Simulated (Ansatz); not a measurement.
# C₂H₄ClF: taking an electron away

An exercise on one series of results from a longer session: the logs are not shown, and one member is left open.

The runs use Ansatz 0.2.0, Gaussian basis; unrestricted cation, the program's frozen cores in correlated methods.

Levels to be run: UKS PBE-D4/def2-TZVPP; UKS r2SCAN-D4/def2-TZVPP; UKS PBE0-D4/def2-TZVPP; UKS B3LYP-D4/def2-TZVPP; UKS wB97X-V/def2-TZVPP; UKS wB97M-V/def2-TZVPP; UKS B2PLYP/def2-TZVPP; UHF-CCSD(T)/def2-TZVPP; UHF-MP2/def2-QZVPP; extrapolation to the limit; then −ε(HOMO) from the neutral's earlier runs with LDA (SPW92), PBE-D4, revPBE-D4, BLYP-D4, r2SCAN-D4, B97M-V, PBE0-D4, B3LYP-D4, r2SCANh-D4, r2SCAN0-D4, HSE06-D4, BHLYP-D4, CAM-B3LYP-D4, LC-ωPBE, ωB97X-V, ωB97M-V.

## Structure used throughout

All runs share one geometry, relaxed beforehand with PBE0-D4 in a triple-zeta def2 set.

SMILES `FCCCl`, 8 atoms, charge 0, spin multiplicity 1.

Atoms are counted from 1 here; the program's logs count them from 0.

Bond lengths: F1–C2 1.375 Å, C2–C3 1.501 Å, C2–H5 1.093 Å, C2–H6 1.096 Å, C3–Cl4 1.778 Å, C3–H7 1.090 Å, C3–H8 1.091 Å. Angles: F1–C2–C3 110.9°, F1–C2–H5 108.3°, F1–C2–H6 108.0°, C3–C2–H5 111.2°, C3–C2–H6 109.0°, H5–C2–H6 109.4°, C2–C3–Cl4 112.2°, C2–C3–H7 110.7°, C2–C3–H8 109.7°, Cl4–C3–H7 107.4°, Cl4–C3–H8 107.5°, H7–C3–H8 109.3°.

Geometry (Å):

```mol
C2H4ClF
  3D, bonds by distance, orders not assigned

  8  7  0  0  0  0  0  0  0  0999 V2000
   -1.3258    0.4916    1.0229 F   0  0
   -0.1321    0.6640    0.3616 C   0  0
    0.3120   -0.6173   -0.2824 C   0  0
   -0.7474   -1.0953   -1.6277 Cl  0  0
   -0.2621    1.4549   -0.3818 H   0  0
    0.6207    0.9744    1.0954 H   0  0
    0.3082   -1.4327    0.4405 H   0  0
    1.3186   -0.4969   -0.6843 H   0  0
  1  2  8  0
  2  3  8  0
  3  4  8  0
  2  5  8  0
  2  6  8  0
  3  7  8  0
  3  8  8  0
M  END
```

Set-up of the first run:

The input, in.yaml:

```yaml
crystal:
  periodic: [false, false, false]
  atoms:
    - {symbol: F, position_ang: [-1.325794, 0.491620, 1.022931]}
    - {symbol: C, position_ang: [-0.132126, 0.664012, 0.361593]}
    - {symbol: C, position_ang: [0.312013, -0.617262, -0.282365]}
    - {symbol: Cl, position_ang: [-0.747388, -1.095274, -1.627743]}
    - {symbol: H, position_ang: [-0.262146, 1.454939, -0.381804]}
    - {symbol: H, position_ang: [0.620731, 0.974422, 1.095437]}
    - {symbol: H, position_ang: [0.308192, -1.432691, 0.440471]}
    - {symbol: H, position_ang: [1.318617, -0.496867, -0.684320]}
basis:
  gaussian: {orbitals: def2-TZVPP}
total_charge: 1
magnetization: {spin_polarized: true, initial_magnetization: 1}
hamiltonian: {xc: pbe, dispersion: d4}
```

Started as:

```sh
> ansatz run in.yaml --threads 4 --pin off --events-out ev --progress --plain --max-ram 10444MiB
```

Steps of the session up to this table: Cation, UKS PBE-D4/def2-TZVPP; Cation, UKS r2SCAN-D4/def2-TZVPP; Cation, UKS PBE0-D4/def2-TZVPP; Cation, UKS B3LYP-D4/def2-TZVPP; Cation, UKS wB97X-V/def2-TZVPP; Cation, UKS wB97M-V/def2-TZVPP; Cation, UKS B2PLYP (frozen core)/def2-TZVPP; Cation, UHF-CCSD(T)/def2-TZVPP; Cation, UHF-MP2/def2-QZVPP.

One of the session's tables, all rows but one given; the rest of the session is left out.

It belongs to the step «Ionisation energies side by side». For comparison, −ε(HOMO) of the neutral from earlier runs:

| functional | −ε(HOMO) (eV) |
| --- | --- |
| LDA (SPW92) | 7.25 |
| PBE-D4 | 7.14 |
| revPBE-D4 | 7.09 |
| BLYP-D4 | 7.00 |
| r2SCAN-D4 | 7.47 |
| B97M-V | 7.59 |
| PBE0-D4 | 8.58 |
| B3LYP-D4 | 8.32 |
| r2SCANh-D4 | 8.00 |
| r2SCAN0-D4 | 8.80 |
| HSE06-D4 | 8.18 |
| BHLYP-D4 | 9.90 |
| CAM-B3LYP-D4 | ? |
| LC-ωPBE | 11.46 |
| ωB97X-V | 11.07 |
| ωB97M-V | 10.91 |

Q: Estimate the row for CAM-B3LYP-D4 from the others.

The run gave: −ε(HOMO) (eV): 10.01. In the column «−ε(HOMO) (eV)» it lies between BHLYP-D4 (9.90) and ωB97M-V (10.91).
